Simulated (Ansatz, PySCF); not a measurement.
C2H7N, SMILES CNC.

The structure is a stationary point at B3LYP-D3(BJ)/def2-TZVP.

Vertical ionisation energy (IE) and electron affinity (EA) in eV. Rows of orbital energies are one-electron estimates. Where ΔSCF, EOM or ADC give a negative EA the extra electron is unbound and the value depends on the basis.

| level | IE | EA |
|---|---|---|
| −ε(HOMO), −ε(LUMO), CAM-B3LYP/def2-TZVPD (PySCF) | 7.84 | -0.97 |
| −ε(HOMO), −ε(LUMO), PBE/def2-TZVPD (PySCF) | 4.99 | 0.22 |
| ΔSCF, CAM-B3LYP/def2-SVPD (Ansatz), final states of multiplicity 2 and 2 | 8.90 | -2.10 |
| ΔSCF, PBE/def2-SVPD (Ansatz), final states of multiplicity 2 and 2 | 8.71 | -1.84 |

Question: What vertical singlet–triplet gap does ΔSCF give with CAM-B3LYP/def2-SVPD (Ansatz, an electronic-structure program) and with PBE/def2-SVPD (Ansatz)? (Estimate from the structure and the level; the computed values follow.)

Answer: 5.87 and 5.46 eV (triplet above singlet where positive).
